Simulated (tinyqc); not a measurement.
Inside a calculation. Method: CCD on RHF in the sto-6g basis, frozen core, for H2F+, spin multiplicity 1. One step of it, computed by the program tinyqc.

Problem. CCD: starting amplitudes. t_ij^ab = <ij||ab> / (e_i + e_j - e_a - e_b), whose energy is MP2.

orbital energies (hartree): MO1 -26.982792, MO2 -2.095703, MO3 -1.201205, MO4 -1.114743, MO5 -1.066303, MO6 -0.005251, MO7 0.121072

Two-electron integrals over orbitals (pq|rs), unique and non-zero (hartree); the lowest 1 orbital is frozen and left out:
```
(22|22) 0.867492    (32|32) 0.160013    (33|22) 0.771098    (33|33) 0.751935
(42|22) 0.007260    (42|33) -0.008307   (42|42) 0.154891    (43|32) 0.002551
(43|43) 0.050264    (44|22) 0.806887    (44|33) 0.719005    (44|42) -0.093520
(44|44) 0.884036    (52|52) 0.180714    (53|53) 0.039272    (54|52) -0.039026
(54|54) 0.055879    (55|22) 0.882079    (55|33) 0.757872    (55|42) -0.055549
(55|44) 0.830116    (55|55) 0.998085    (62|22) -0.154636   (62|33) -0.099368
(62|42) -0.040703   (62|44) -0.098915   (62|55) -0.155328   (62|62) 0.084373
(63|32) 0.018320    (63|43) 0.015554    (63|63) 0.059417    (64|22) -0.141980
(64|33) -0.089645   (64|42) 0.022202    (64|44) -0.153755   (64|55) -0.150643
(64|62) 0.061397    (64|64) 0.080187    (65|52) -0.052446   (65|54) -0.007149
(65|65) 0.027615    (66|22) 0.600049    (66|33) 0.570631    (66|42) 0.069823
(66|44) 0.554214    (66|55) 0.569036    (66|62) -0.066581   (66|64) -0.032197
(66|66) 0.562642    (72|32) -0.060058   (72|43) 0.027554    (72|63) 0.028525
(72|72) 0.053331    (73|22) -0.194728   (73|33) -0.161473   (73|42) 0.065747
(73|44) -0.190389   (73|55) -0.222634   (73|62) 0.070695    (73|64) 0.089230
(73|66) -0.021842   (73|73) 0.158810    (74|32) 0.062583    (74|43) -0.007406
(74|63) 0.040394    (74|72) -0.010169   (74|74) 0.053814    (75|53) -0.024976
(75|75) 0.018821    (76|32) 0.091457    (76|43) 0.046160    (76|63) 0.071313
(76|72) 0.011304    (76|74) 0.063844    (76|76) 0.151685    (77|22) 0.616297
(77|33) 0.619214    (77|42) 0.013884    (77|44) 0.589800    (77|55) 0.598362
(77|62) -0.047032   (77|64) -0.026430   (77|66) 0.552393    (77|73) -0.057073
(77|77) 0.586030
```

Give: Starting amplitudes; correlation energy.

Solution.

Starting amplitudes (spin orbitals 1a, 1b, ...; amplitudes related by a flip of all spins are not repeated):
```
from      to        t
3a 3b  7a 7b  -0.0601
3a 4b  6b 7a   0.0367
4a 4b  6a 6b  -0.0361
3a 3b  6a 6b  -0.0248
4a 4b  7a 7b  -0.0218
2a 3b  6a 7b  -0.0207
2a 2b  6a 6b  -0.0202
3a 4a  6a 7a   0.0201
2a 4b  6a 6b  -0.0192
3a 4b  6a 7b  -0.0166
5a 5b  6a 6b  -0.0130
2a 3a  6a 7a  -0.0124
2a 2b  7a 7b  -0.0120
2a 3b  6b 7a   0.0084
5a 5b  7a 7b  -0.0079
2a 4b  7a 7b   0.0029
```

correlation energy = -0.034651 hartree
